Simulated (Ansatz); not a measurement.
C3H2F2O (`C=C1OC1(F)F`), relaxed with RKS PBE-D4/def2-SVP in Ansatz from a rough embedded geometry. The force threshold is 0.03 eV/Å; the program also tests the step.

Total charge 0; spin multiplicity 1.

Start:

```xyz
8

C     0.253   -1.463    0.159
C    -0.159   -0.175    0.086
O    -1.230    0.508    0.410
C    -0.148    1.191   -0.133
F     0.631    2.073    0.603
F    -0.228    1.725   -1.450
H    -0.359   -2.212    0.538
H     1.242   -1.647   -0.213
```

| step | energy (eV) | largest force (eV/Å) | largest move (Å) |
| --- | --- | --- | --- |
| 1 | -10602.7021 | 5.376 | 0.000 |
| 2 | -10603.1835 | 2.636 | 0.084 |
| 3 | -10603.3088 | 0.499 | 0.036 |
| 4 | -10603.3141 | 0.106 | 0.009 |
| 5 | -10603.3151 | 0.072 | 0.011 |
| 6 | -10603.3155 | 0.015 | 0.010 |

End:

```xyz
8

C     0.276   -1.467    0.146
C    -0.106   -0.195    0.077
O    -1.224    0.589    0.398
C    -0.094    1.216   -0.177
F     0.544    2.097    0.599
F    -0.274    1.748   -1.389
H    -0.395   -2.234    0.558
H     1.273   -1.754   -0.213
```

It took 6 s on 4 threads of an Arm Neoverse V1 on a shared host, with 0.13 GiB of host memory at the peak.
